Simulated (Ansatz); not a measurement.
Convergence of W

```
W
1.0
    -1.59227    1.59227    1.59227
     1.59227   -1.59227    1.59227
     1.59227    1.59227   -1.59227
W
1
Direct
  0.00000 0.00000 0.00000
```

The structure comes from a relaxation in the same program, started in the bcc type, and has space group Im-3m. Whether it is a known phase or the ground state wasn't checked.

No spin–orbit coupling, which matters for the heavy atoms here.

These are results of DFT, PBE, PAW with Ansatz's default frozen-core files, scalar-relativistic (Ansatz 0.2.0), not measurements.

Numerical set-up: a Γ-centred 14×14×14 k mesh, Fermi–Dirac smearing of 0.08 eV, cutoff 420 eV, no spin polarisation. One setting is then changed at a time.

P includes the program's estimate of the Pulay (finite-basis) term, listed apart; without it the pressure would be far more sensitive to the cutoff.

```tsv
PAW cutoff (eV)	free energy less the base's (meV/atom)	P (GPa)	Pulay term in P (GPa)
420 (base)	0.0	0.00	0.07
150	19403	?	551.80
200	3812	3.50	?
300	41.9	0.19	4.66
350	2.6	0.03	0.25
600	-1.3	-0.02	0.00
```

What belongs in the row "150", column "P (GPa)"?

-44.28.

What belongs in the row "200", column "Pulay term in P (GPa)"?

183.47.
